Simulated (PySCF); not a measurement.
C₃H₈, SMILES C(C)C. Atoms are numbered in the order given.

```xyz
11

C      1.2736     0.0000     0.2592
C      0.0000     0.0000    -0.5856
C     -1.2736     0.0000     0.2592
H      2.1787     0.0000    -0.3690
H      1.3177     0.8890     0.9107
H      1.3177    -0.8890     0.9107
H      0.0000    -0.8811    -1.2510
H      0.0000     0.8811    -1.2510
H     -2.1787     0.0000    -0.3690
H     -1.3177    -0.8890     0.9107
H     -1.3177     0.8890     0.9107
```
Charge 0, spin multiplicity 1.

Coordinates come from a ωB97X-D3(BJ)/def2-SVP optimisation.

Two levels are set side by side: PBE/pcSseg-1 (PySCF) and PBE0/pcSseg-1 (PySCF). GIAO shifts against TMS (¹H), TMS (¹³C) at the same level; non-relativistic, no solvent, atoms listed together averaged. Differences are taken from unrounded values.

```json
[
 {"quantity": "δ(¹³C) of C1, C3 (ppm)", "PBE0": "20.5"},
 {"quantity": "δ(¹³C) of C2 (ppm)", "PBE0": "22.1"},
 {"quantity": "δ(¹H) of H7, H8 (ppm)", "PBE0": "1.58"}
]
```

Problem. What does PBE give, and how far is it from PBE0? (The exact figures need the calculation; the answer reports its results.)

Solution. 
| quantity | PBE | PBE minus PBE0 |
|---|---|---|
| δ(¹³C) of C1, C3 (ppm) | 21.2 | 0.7 |
| δ(¹³C) of C2 (ppm) | 24.0 | 1.9 |
| δ(¹H) of H7, H8 (ppm) | 1.65 | 0.08 |

Rough cost on one machine, each run with all the roots and properties that it gave: PBE0 against PBE within a factor of 2.
